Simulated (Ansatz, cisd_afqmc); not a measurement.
System: F, charge -1, singlet.

Total energies in aug-cc-pVTZ, 8 correlated electrons, 1 frozen orbitals. UHF or UKS for unpaired electrons; spin-orbit terms are left out. Cores are frozen in correlated methods. No relativity. AFQMC is phaseless with a CISD trial state; ± is one standard error, without the phaseless bias. Outlying blocks are dropped, and bars are widened where a walk drifts. Over all cases where full CI ran beside it in this data, AFQMC minus full CI had a median of +0.1 mEh and passed +0.4 mEh in a tenth of the cases.

| method | program | energy (Eh) | minus CCSDTQ (mEh) |
|---|---|---|---|
| HF | Ansatz | -99.45081 | 299.07 |
| MP2 | Ansatz | -99.74588 | 4.00 |
| CCSD | Ansatz | -99.73930 | 10.57 |
| CCSD(T) | Ansatz | -99.74954 | 0.34 |
| CCSDT(Q) | Ansatz | -99.74995 | -0.07 |
| CCSDTQ | Ansatz | -99.74987 | 0.00 |
| AFQMC/CISD | cisd_afqmc | -99.7498 ± 0.0002 | 0.0 ± 0.2 |

Ansatz is a program for electronic structure.
